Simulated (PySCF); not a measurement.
# Working with the constants of NaSi⁺

UHF-CCSD(T) constants of NaSi⁺, ³Π (triplet), unpaired electrons σ ↑, π ↑ (Na pcseg-1, Si pcseg-1; no relativity (PySCF 2.14); masses 22.9898 and 27.9769 u):

* ωe: 126.3 cm⁻¹
* ωexe: 1.22 cm⁻¹
* Be: 0.1239 cm⁻¹
* αe: 0.00163 cm⁻¹
* D (centrifugal): 4.77e-07 cm⁻¹
* De to Na⁺ + Si: 0.369 eV

Task: Give the vibrational terms G(v) and spacings up to v = 6.

Result: G(v) = ωe(v+½) − ωexe(v+½)².

```tsv
v	G(v) (cm⁻¹)	G(v) − G(v−1)	Bv (cm⁻¹)
0	62.8		0.1231
1	186.7	123.9	0.1215
2	308.1	121.4	0.1198
3	427.1	119.0	0.1182
4	543.6	116.5	0.1166
5	657.7	114.1	0.1149
6	769.4	111.7	0.1133
```

Task: How well does the Morse estimate ωe²/(4ωexe) reproduce De, and what is D0?

Result: It gives 0.405 eV, 110 % of the computed De. D0 = De − G(0) = 0.369 − 0.008 = 0.361 eV.

Correlated steps freeze 6 core orbitals. The bond is weak. Basis-set superposition, not corrected here, can be much of De in a small basis, most of all at correlated wavefunction levels. For an ion De counts to the pair picked by the measured ionisation energies or electron affinities, which need not be the lowest pair at this level. The state was picked by a PBE0 search and need not be the measured ground state.
